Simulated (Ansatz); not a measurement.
# CHAlO: the cost of one run

Program: Ansatz 0.2.0, Gaussian basis. Level of theory: def2-QZVPP, all electrons in the functionals. These are calculated values, not measurements.

Plan: PBE, BLYP, r2SCAN, B97M-V, PBE0, B3LYP, at charge 0, triplet; charge 0, singlet; charge 0, quintet; charge 1, doublet; charge 1, quartet.

8 further runs of the same task are left out: 2 that didn't finish, 6 set aside as unsound or not needed.

**1. The geometry**

The geometry is a PBE0/def2-TZVP stationary point (not a proven minimum).

4 atoms, charge 0, spin multiplicity 3.

Atoms are counted from 1 here; the program's logs count them from 0.

Bond lengths: Al1–C2 1.933 Å, C2–O3 1.306 Å, O3–H4 0.968 Å. Angles: Al1–C2–O3 167.9°, C2–O3–H4 112.4°.

No dispersion term is added; B97M-V holds VV10 nonlocal correlation. B3LYP takes the VWN-RPA correlation.

The geometry shown and the zero of energy belong to the point charge 0, triplet. The yardstick, UCCSD(T), and other wave-function levels (R restricted, U unrestricted, valence and pair active spaces) come from earlier runs.

**2. PBE, charge 0, triplet**

in.yaml

```yaml
crystal:
  periodic: [false, false, false]
  atoms:
    - {symbol: Al, position_ang: [0.000001, -0.162615, 2.220099]}
    - {symbol: C, position_ang: [-0.000032, -0.075678, 0.288964]}
    - {symbol: O, position_ang: [0.000003, -0.291771, -0.998684]}
    - {symbol: H, position_ang: [0.000028, 0.530064, -1.510380]}
basis:
  gaussian: {orbitals: "def2-QZVPP.json"}
magnetization: {spin_polarized: true, initial_magnetization: 2}
hamiltonian: {xc: {name: PBE}}
output: {orbitals: {seedname: orbitals}}
```

On the command line:

```bash
$ ansatz run in.yaml --threads 1 --pin off --events-out ev --progress --plain --max-ram 2393MiB
```

Q: Estimate wall time and peak memory on 1 thread of Intel Xeon at 2.60GHz, shared host.

About 6.5 s, with a peak of 0.39 GiB.
